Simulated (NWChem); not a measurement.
Species: dimethyl sulfide (C₂H₆S); SMILES CSC

All runs: NWChem. Coordinates come from a PBE0/def2-SVP optimisation. Level M06-2X/def2-SVP: energy and gradient on several grids; changes count from the extra-fine grid, which is no exact limit either.

| grid | size of the energy change (μHa) | largest change of a gradient component (μHa/bohr) |
|---|---|---|
| xcoarse | 1000 | 2000 |
| coarse | 100 | 600 |
| medium | 20 | 100 |
| fine | < 10 | < 30 |
| xfine | < 10 | < 30 |
